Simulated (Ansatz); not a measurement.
The first iterations of a band of CH$_{3}$SSi (6 atoms, charge 0, multiplicity 2).

Computed with Ansatz, UKS BLYP/def2-SVPD.

* movable images: 7
* climbing image: yes
* spring: 5.0 eV/Å²
* optimiser: quadratic models (default)
* start path: through a guess of the saddle point
* force threshold: 0.03 eV/Å
* iteration limit: 60
* end points: relaxed

First end point:

```xyz
6
Properties=species:S:1:pos:R:3
Si -0.853 0.374 -0.782
C 0.210 -0.405 0.304
S 1.037 -0.413 1.776
H -1.583 -0.422 -1.806
H -1.042 1.855 -0.889
H 2.231 -0.990 1.396
```

Last end point:

```xyz
6
Properties=species:S:1:pos:R:3
Si -0.600 0.234 -0.610
C 0.605 -0.384 0.575
S 1.140 0.509 1.907
H -0.992 -0.560 -1.814
H -1.160 1.605 -0.473
H 1.007 -1.404 0.414
```

| iteration | highest image above the first end (eV) | largest band force component (eV/Å) |
| --- | --- | --- |
| 1 | 2.005 | 4.922 |
| 2 | 1.643 | 1.864 |
| 3 | 1.337 | 0.819 |
| 4 | 1.190 | 1.548 |
| 5 | 1.147 | 0.810 |

**Question.** Does the band converge within its limit, and where does its top end?

**Answer.** The forces met the threshold. It ended after 16 iterations with the highest image 1.132 eV above the first end. A vibrational analysis at the climbing image gives one clearly imaginary mode, 1451i cm⁻¹: a first-order saddle point.

The run took 4.4 min on 2 threads of Arm Neoverse V2, with other jobs on the host, peak memory 0.21 GiB.
